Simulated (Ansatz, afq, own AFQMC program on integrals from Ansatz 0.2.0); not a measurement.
# SiGeS, triplet in cc-pVDZ, levels against CCSDT(Q)

```xyz
3

Ge    0.4217    0.0000    1.0409
Si   -1.2588    0.0000   -0.5483
S     0.1472    0.0000   -1.8778
```

Connectivity, by distances: Ge–Si–S.

Basis cc-pVDZ. Noble-gas cores (and the filled d shells of Ga–Kr and In–Xe) are frozen. Integrals, coupled cluster, full CI and functionals: Ansatz 0.2.0; the random walks run on the same integrals in our own AFQMC program. The CISD trial takes its coefficients from CCSD amplitudes. Released means that phaseless walkers are propagated on without the constraint, phases kept. Uncertainties: one standard error, sampling alone. No spin–orbit coupling.

Determinant: UHF, the one that the program's search chose, which needn't be the lowest solution. The geometry is a point of a scan.

No full CI on the walks' own integrals is used here; CCSDT(Q) serves as the reference and is uncertain by about the last step of the cluster series.

Cautions: no relativity below Rb; no spin-orbit coupling; inner d shell frozen; lower spins were not checked; unrestricted determinant slightly spin contaminated (⟨S²⟩ 2.10 against 2.00); the ph-AFQMC/CISD walk drifts between its halves (2.4 errors).

- T1 diagnostic: 0.0356
- weight of the determinant in the CISD state: 0.798
- ⟨S²⟩ of the determinant: 2.095
- size of the correlated space: 14 electrons in 39 orbitals

Reference: CCSDT(Q), correlation energy -8.469 eV. The released energy is read at 2.40 1/Eh (meV from the phaseless value at times in 1/Eh: 13 ± 22 at 0.24, -34 ± 23 at 0.51, -60 ± 28 at 0.99, -20 ± 28 at 1.62, 33 ± 34 at 2.40).

| level | E − E(reference) (kcal/mol) | share of correlation (%) |
| --- | --- | --- |
| HF | 195.30 | 0.00 |
| MP2 | 33.87 | 82.66 |
| CCSD | 11.69 | 94.01 |
| CCSD(T) | 2.30 | 98.82 |
| CCSDT | 1.03 | 99.47 |
| ph-AFQMC/CISD | 0.97 ± 0.58 | 99.50 |
| released AFQMC | 1.75 ± 0.79 | 99.11 |

A walk keeps the symmetry of its determinant, which the program's search chose and which needn't be the lowest solution, so a lower state of the same spin and another symmetry isn't excluded. Released energies are given only where the last usable release times agree within the noise; a slower fall can still hide under it.
